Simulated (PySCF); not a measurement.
Molecule: SMILES CC/C([O-])=C/Cl, [C4H6ClO]-.

Bonds (- single, = double, # triple, : aromatic): C1-C2, C2-C3, C3-O4, C3=C5, C5-Cl6. C1 carries H7, H8, H9; C2 carries H10, H11; C5 carries H12. Formal charges: O4 -1. Stereochemistry as in CC/C([O-])=C/Cl.

Total charge -1.

Frames of a GFN2-xTB Langevin trajectory at 300 K; GIAO PBE0/pcSseg-1 shieldings in PySCF, gas phase, non-relativistic; equivalent atoms averaged within each frame.

References, each an isolated molecule treated in the same way: 13C (186.93 ppm) and 1H (31.72 ppm) vs TMS; 17O (336.08 ppm) vs H2O; 35Cl (949.78 ppm) vs HCl. The references are static minima.

Problem. How do the shifts (ppm) fluctuate along the trajectory?

Solution. 
```
         time (fs)     C3    C5    C2    C1     O4  Cl6   H12  H10/H11  H7/H8/H9
optimised geometry  170.9  67.4  39.8  19.3  304.2   36  3.72     1.34      1.02
               250  174.2  70.6  38.8  14.5  329.1   39  4.66     2.06      1.25
               425  183.0  87.3  31.1  13.4  357.9   76  4.54     1.35      0.54
               625  167.0  70.3  32.3  17.1  321.1   31  3.50     1.35      0.99
               800  177.0  63.2  34.6  23.2  333.6   34  3.67     1.63      1.70
              1000  181.5  75.0  35.0  10.7  336.6   70  4.29     1.86      0.36
    mean of frames  176.6  73.3  34.4  15.8  335.7   50  4.13     1.65      0.97
standard deviation    6.4   8.9   3.0   4.7   13.7   21  0.52     0.31      0.54
```

5 frames give an uncertainty of the mean of about the standard deviation over 2.2 at best, since frames this close in time may not be independent; classical motion lacks zero-point vibration, and the reference would need the same averaging.
